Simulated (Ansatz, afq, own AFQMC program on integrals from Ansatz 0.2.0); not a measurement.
## Atomization energy of AlGaCl, quartet

```xyz
3

Cl    0.0000    0.0000   -2.1660
Al    0.0000    0.0000   -0.0752
Ga    0.0000    0.0000    2.2412
```

Connectivity, by distances: Cl–Al–Ga.

Atoms in their ground-state spins without spin–orbit coupling (mostly on UHF) minus the molecule (UHF), without zero-point energy. The geometry is a stationary point, not shown to be a minimum.

Basis cc-pVDZ. Noble-gas cores (and the filled d shells of Ga–Kr and In–Xe) are frozen. AFQMC by an in-house program on the Cholesky factors that Ansatz 0.2.0 writes for its CCSD(T) run. The CISD trial takes its coefficients from CCSD amplitudes. Released means that phaseless walkers are propagated on without the constraint, phases kept. Uncertainties: one standard error, sampling alone. No spin–orbit coupling. The errors of all members are added in quadrature.

No full CI on the walks' own integrals is used here; CCSDT(Q) serves as the reference and is uncertain by about the last step of the cluster series. Each member takes its own surest rung, up to full CI.

The best estimate is CCSD(T) at the basis-set limit (CBS: def2-TZVPP and def2-QZVPP, with their diffuse functions for anions and beside diffuse sets, CCSD(T) itself extrapolated) plus the step from CCSD(T) to CCSDT(Q) in cc-pVDZ. Rows without CBS are in cc-pVDZ, the functionals in def2-TZVP; B2PLYP and the wave-function rows carry a basis error of their own. Core correlation and relativity beyond core potentials are missing, and ± holds the sampling alone.

Cautions: inner d shell frozen; no relativity below Rb; no spin-orbit coupling; AlGaCl (quartet): another spin lies lower.

| level | atomization energy (eV) |
| --- | --- |
| B2PLYP | 4.292 |
| PBE0 | 4.737 |
| CCSD | 3.660 |

**Question.** From these cheaper values, estimate the atomization energy at the level of the best estimate.

**Answer.** 4.704 eV (best estimate, highest rung CCSDT(Q)).

| level | atomization energy (eV) | error against the best estimate (eV) |
| --- | --- | --- |
| HF | 3.153 | -1.551 |
| MP2 | 4.201 | -0.502 |
| CCSD(T) | 3.800 | -0.904 |
| ph-AFQMC/CISD | 3.828 ± 0.014 | -0.876 ± 0.014 |
| released AFQMC | 3.815 ± 0.018 | -0.888 ± 0.018 |
| HF/CBS | 3.431 | -1.273 |
| MP2/CBS | 4.986 | 0.282 |
| CCSD(T)/CBS | 4.676 | -0.028 |
| PBE | 4.807 | 0.103 |
| r2SCAN | 5.171 | 0.467 |
| B3LYP | 4.136 | -0.568 |
| wB97M-V | 4.334 | -0.369 |
| surest rungs in cc-pVDZ | 3.828 | -0.875 |

Correlation beyond CCSD(T) adds 0.028 eV. Going to the basis-set limit adds 0.875 eV at CCSD(T). The perturbative (T) step is worth +0.140 eV.

Best estimates are given only where the step beyond CCSD(T) is under 0.3 eV and no member's determinant is very poor (T1 over 0.05, or 0.07 for open shells, ⟨S²⟩ too high by 0.3, two states mixed), so the hardest cases are missing from such tables.

The functionals ran in a triple-zeta set and keep a basis error of their own, a few kJ/mol for each bond in atomization energies and more for double hybrids, so close places among them and the extrapolated levels can swap.

Each member of a difference takes its own highest rung, so a best estimate needn't equal the limit plus the step of one row. A walk keeps the symmetry of its determinant, which the program's search chose and which needn't be the lowest solution, so a lower state of the same spin and another symmetry isn't excluded. Released energies are given only where the last usable release times agree within the noise; a slower fall can still hide under it.
